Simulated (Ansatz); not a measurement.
Working through a rigid torsion scan of H4NOPS, SMILES NP(O)S

Program: Ansatz 0.2.0, Python API.

Run as a notebook:

**Cell 1**
```python
import warnings

import ansatz as az
from ase import Atoms
```

**Cell 2**
```python
warnings.simplefilter("ignore", az.DeckWarning)
```

**Cell 3**
```python
atoms = Atoms(["N", "P", "O", "S", "H", "H", "H", "H"], positions=[
    [0.3191, 1.1385, 0.4965],
    [-0.1811, -0.4261, 0.742],
    [1.0818, -1.0111, -0.0235],
    [-1.4353, -0.5318, -0.8687],
    [0.2833, 1.3409, -0.5409],
    [-0.4679, 1.8137, 0.8276],
    [1.9238, -0.5233, 0.3303],
    [-1.4316, -1.8579, -1.019],
])

# start the scan from a relaxed geometry
first = (
    az.Crystal.molecule_from_ase(atoms).calculation()
    .basis(gaussian="6-31G*")
    .functional("hf")
    .relax(force_tolerance=0.02, max_steps=80)  # relax until the tolerances are met
)
atoms.positions = first.run().report["positions_ang"]

start = atoms.get_dihedral(0, 1, 2, 6)
energies = {}
for turn in range(0, 360, 40):
    turned = atoms.copy()
    turned.set_dihedral(0, 1, 2, 6, start + turn, indices=[2, 6])
    base = (
        az.Crystal.molecule_from_ase(turned).calculation()
        .basis(gaussian="6-31G*")  # atom-centred Gaussian functions
        .functional("hf")
    )
    energies[round((start + turn) % 360)] = base.run().report["free_energy_ev"]
floor = min(energies.values())
print("dihedral N0-P1-O2-H6 (deg)   E - E(min) (eV)")
for angle, e in sorted(energies.items()):
    print(f"{angle:8d} {(e - floor):14.3f}  " + "#" * int(30 * (e - floor) / max(max(energies.values()) - floor, 1e-9)))
```
Output:
```text
dihedral N0-P1-O2-H6 (deg)   E - E(min) (eV)
      19          0.108  #################
      59          0.069  ###########
      99          0.031  #####
     139          0.072  ###########
     179          0.148  #######################
     219          0.186  ##############################
     259          0.094  ###############
     299          0.000
     339          0.056  #########
```

The lowest point is at 299° and the highest at 219°, 0.186 eV (17.9 kJ/mol) above it, with the rest of the molecule held.

The scan is rigid and the energies are electronic, in a modest basis. With rigid groups the curve can differ much from the relaxed path, the start wasn't checked as a minimum of this torsion, and equivalent turns needn't return to the same energy. Finished in 40 s on 1 thread of Arm Neoverse V1 (shared host), peak memory 0.21 GiB.

(A comment or docstring line of the script was reworded after the run, the code is as it ran.)
